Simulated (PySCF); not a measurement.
C6H9: g tensor and hyperfine couplings

C6H9 (doublet state).
Atom-mapped SMILES: `[CH3:1][C:2]#[C:3][C:4]([CH3:5])[CH3:6]` (hydrogens: H7, H8, H9 on C1; H10, H11, H12 on C5; H13, H14, H15 on C6)

Structure used (GFN2-xTB), in Å, numbered top down from 1:
```
atom  x, y, z in Å
C1     3.0856   -0.1207    0.3351
C2     1.6519   -0.0647    0.1802
C3     0.4411   -0.0167    0.0463
C4    -0.9135    0.0365   -0.1010
C5    -1.7755   -1.1125    0.3026
C6    -1.5776    1.2452   -0.6702
H7     3.5639   -0.3505   -0.6202
H8     3.4657    0.8394    0.6888
H9     3.3567   -0.8944    1.0547
H10   -2.4976   -0.8033    1.0629
H11   -2.3483   -1.4823   -0.5519
H12   -1.1779   -1.9287    0.7010
H13   -2.2926    1.6629    0.0437
H14   -2.1387    0.9866   -1.5722
H15   -0.8477    2.0109   -0.9215
```

Computed with UKS B3LYP, pcH-1 on C H, non-relativistic, mean-field spin-orbit, GIAO in PySCF. Isolated species at its GFN2-xTB geometry, gas phase. The geometry wasn't refined by DFT: couplings that depend on bond lengths, twists or pyramidal angles can differ widely from those at the functional's own minimum. The SCF solution wasn't tested for stability.

- g1, g2, g3: 2.00217, 2.00288, 2.00308
- g_iso: 2.00271
- Form of g: rhombic: the two nearest values differ by 23 % of g3 − g1
- ⟨S²⟩: 0.7667 (exact 0.7500)
- HOMO–LUMO gap, α and β orbitals: 5.95, 5.16 eV
- Total energy: -233.99012 Eh
- Basis functions: 240

Isotropic coupling and dipolar principal values T1 to T3, in G; ρ(0) is the spin density at the nucleus (MHz turned into gauss with g_iso; 10 G = 1 mT):

```
atom  isotope  a_iso     T1     T2    T3  Mulliken spin population  ρ(0) (bohr⁻³)
  C1      13C   -6.8   -0.4    0.1   0.3                     -0.04        -0.0170
  C2      13C   15.2  -15.3  -11.6  27.0                      0.50         0.0380
  C3      13C  -23.2   -7.0   -0.5   7.6                     -0.24        -0.0578
  C4      13C   24.2  -22.0  -21.8  43.8                      0.72         0.0602
  C5      13C   -9.7   -0.4    0.1   0.4                     -0.06        -0.0243
  C6      13C   -9.7   -0.4    0.1   0.4                     -0.06        -0.0243
  H7       1H   26.9   -1.1   -0.7   1.8                      0.03         0.0169
  H8       1H   12.9   -0.9   -0.8   1.8                      0.01         0.0081
  H9       1H    5.0   -0.9   -0.8   1.7                      0.01         0.0031
 H10       1H   26.2   -1.2   -1.1   2.3                      0.03         0.0164
 H11       1H   26.2   -1.2   -1.1   2.3                      0.03         0.0165
 H12       1H    0.8   -1.1   -1.0   2.1                      0.00         0.0005
 H13       1H   26.1   -1.2   -1.1   2.3                      0.03         0.0164
 H14       1H   26.3   -1.2   -1.1   2.3                      0.03         0.0165
 H15       1H    0.8   -1.1   -1.0   2.1                      0.00         0.0005
```

The Mulliken spin populations are largest on C4 (+0.72), C2 (+0.50), C3 (-0.24) and C5 (-0.06). The positive populations add up to 1.40 and the negative ones to -0.40, together 2S = 1. The angles at C4 add up to 360.0°, so it is planar.

Axes: g3 points within 1° of the C2–C3 bond.

Under fast tumbling the dipolar parts average out, and these isotropic splittings remain: 3 × 1H (H13/H14/H15, I = 1/2, 4 lines) with 1.77 mT, 3 × 1H (H10/H11/H12, I = 1/2, 4 lines) with 1.77 mT and 3 × 1H (H7/H8/H9, I = 1/2, 4 lines) with 1.49 mT.

Class means assume fast exchange of nuclei equivalent by connectivity; if that motion is slow, each nucleus keeps its own coupling. C5 and C6, with what hangs on them, aren't averaged: C4 is flat or nearly so (angle sum 360°), and its turn about the short C4–C3 bond (1.36 Å) is taken as slow. The three 1H nuclei of mean +49.8 MHz run from 2.2 to 73.8 MHz in the frozen geometry. The three 1H nuclei of mean +49.7 MHz run from 2.2 to 73.6 MHz in the frozen geometry.

The 13C coupling of C4 (67.7 MHz) shows only in satellite lines or after enrichment, since that isotope makes up about 1.07 % of natural carbon.

The spin density at the nucleus, in bohr⁻³, is negative for C3 (-0.0578), C6 (-0.0243) and C5 (-0.0243), for instance. A restricted open-shell determinant has no negative spin density anywhere; here it arises because α and β orbitals differ (spin polarisation).
